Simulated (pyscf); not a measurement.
7 gas-phase steps of one pattern: 1,1-elimination on the singlet surface, Al–H + Al–O or Ga–H + Ga–O or H–In + In–O or H–In + In–S broken and H–O or H–S formed. Structures and frequencies: ωB97X-D3(BJ)/def2-SVP in PySCF. Electronic energies in kcal/mol, between the relaxed ends of the descent from the saddle (adducts or complexes of the species named), with the reactant end as zero; ΔE‡ and ΔE at ωB97X-D3(BJ)/def2-TZVP. Rows were drawn at random from the steps of this pattern with a verified saddle, stable references and a bound adduct at one end at least.

| row | step | ΔE | ΔE‡ |
|---|---|---|---|
| 1 | HO–InH–Cl → Cl–In [singlet] + H₂O | -19.8 | 47.6 |
| 2 | HS–InH–Cl → Cl–In [singlet] + H₂S | -0.5 | 53.4 |
| 3 | HO–InH–SH → HO–In [singlet] + H₂S | +2.7 | 52.0 |
| 4 | HO–GaH–OH → HO–Ga [singlet] + H₂O | +8.8 | 60.6 |
| 5 | HS–InH₂ -> InH [singlet] + H₂S | +21.3 | 54.8 |
| 6 | H₃Si–O–GaH₂ → GaH [singlet] + HO–SiH₃ | +29.8 | 64.7 |
| 7 | HO–AlH–O–SiH₃ -> HO–Al [singlet] + HO–SiH₃ | +43.6 | ? |

Question: Fit ΔE‡ = a + b·ΔE to the other rows and predict row 7.

Answer: Over the 6 complete rows the means are +7.0 (ΔE) and 55.5 (ΔE‡); least squares gives b = 0.30 and a = 53.4 kcal/mol, with residuals of 3.1 kcal/mol (root mean square; largest 5.0, row 5). For row 7: 53.4 + 0.30 × (+43.6) = 66.5 kcal/mol, an extrapolation. The computed barrier is 78.0 kcal/mol, 11.5 over the line. The scatter is large against the spread of the barriers, so the line says little here. Each barrier is that of the saddle found. Elements up to Kr have no core potential and no relativistic terms here. Elements past Kr carry the def2 core potentials, without spin-orbit coupling.
